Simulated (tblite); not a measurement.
Compound: CH7Si2 (doublet state).
Structure used (GFN2-xTB), in Å, numbered top down from 1:
```
atom  x, y, z in Å
Si1   -1.8383   -0.0126   -0.2660
C2    -0.1193    0.7842   -0.3438
Si3    1.2919   -0.3109    0.3144
H4    -1.9659   -1.1855   -1.1244
H5    -2.2957   -0.2640    1.0965
H6     0.1026    1.0590   -1.3761
H7    -0.1300    1.7177    0.2208
H8     1.3537   -1.5462   -0.4697
H9     1.0388   -0.6320    1.7205
H10    2.5711    0.3951    0.2054
```

Computed with GFN2-xTB (tblite): harmonic, unscaled wavenumbers at the GFN2-xTB geometry, gas phase. This tight-binding method is rough: wavenumbers can miss measured ones by several per cent, in bad cases by 10 to 20. Modes of hydrogen on silicon can be 10 to 20 % off. One conformer, not necessarily the lowest. Open shells enter through the occupations alone, without spin polarisation, and single modes of such species can be off by tens of per cent.

Harmonic wavenumbers (cm⁻¹): 102.9, 130.9, 176.4, 465.5, 493.1, 493.7, 537.1, 686.9, 716.7, 746.5, 789.1, 791.1, 798.9, 812.6, 1030.0, 1136.0, 1456.4, 2243.7, 2250.5, 2256.1, 2275.8, 2290.5, 2964.5, 2975.2.

A = 18831, B = 2977, C = 2779 MHz; mass 75.009 u (most abundant isotopes); point group Cs, symmetry number 1; spin multiplicity 2.

**Question.** What is the zero-point energy?

**Answer.** ½Σν̃ = 14310 cm⁻¹ = 40.91 kcal/mol.

**Question.** Give the ideal-gas entropy at 200 K and 1 bar in the rigid-rotor, harmonic-oscillator model (classical rotation).

**Answer.** Translation 36.90, rotation 23.95, vibration 7.91, spin (R ln 2) 1.38: S = 70.1 cal/(mol K).

**Question.** And Cp and H(200 K) − H(0)?

**Answer.** Cp = 18.34 cal/(mol K), of which vibrations give 10.39 (their classical limit is 24 R = 47.7); H(200 K) − H(0) = 2.53 kcal/mol without the zero-point energy, 0.94 from vibrations.

**Question.** How do the functions run with temperature in this model?

**Answer.** 
```
 T (K)  S (cal/(mol K))  Cp (cal/(mol K))  H − H(0) (kcal/mol)  G − H(0) (kcal/mol)  ln q(vib)
    50             51.9              10.0                 0.43                -2.17       0.08
   100             59.7              12.7                 1.00                -4.98       0.51
298.15             78.6              24.4                 4.63               -18.81       2.83
373.15             84.5              28.2                 6.61               -24.93       3.81
   500             93.5              33.1                10.52               -36.23       5.49
   750            108.3              39.7                19.68               -61.52       8.68
  1000            120.4              44.2                30.21               -90.15      11.61
```

q(vib) and H(0) count from the zero-point level.

**Question.** Which modes carry the vibrational entropy at 200 K?

**Answer.** 102.9 cm⁻¹: 2.63; 130.9 cm⁻¹: 2.18; 176.4 cm⁻¹: 1.64; 465.5 cm⁻¹: 0.31; 493.1 cm⁻¹: 0.27; 493.7 cm⁻¹: 0.27 cal/(mol K); the other 18 give 0.61 together.

Hindered rotation and anharmonicity are outside this model. Other conformers, if any are populated, would add a mixing term that is left out.
